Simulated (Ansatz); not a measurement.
Input for Ansatz (development build ahead of 0.2.0):

```yaml
crystal:
  periodic: [false, false, false]
  atoms:
    - { symbol: B, position_ang: [-0.04904, -0.01579, 0.05451] }
    - { symbol: H, position_ang: [1.82585, 0.02919, -0.0672] }
    - { symbol: H, position_ang: [-0.85668, 1.54051, -0.0508] }
    - { symbol: H, position_ang: [-0.90958, -1.50498, -0.04141] }
basis:
  gaussian: { orbitals: def2-SVP }
hamiltonian:
  xc: hf
```

The input is written out in the form of the current development build from the run's settings.

The run gave:

| Quantity | Value |
| --- | --- |
| Converged | yes |
| Total energy | -26.14193 hartree |
| Spin squared of the determinant | 0.000 |

Caution: stretched shape with no unrestricted run beside it, a lower state can exist.
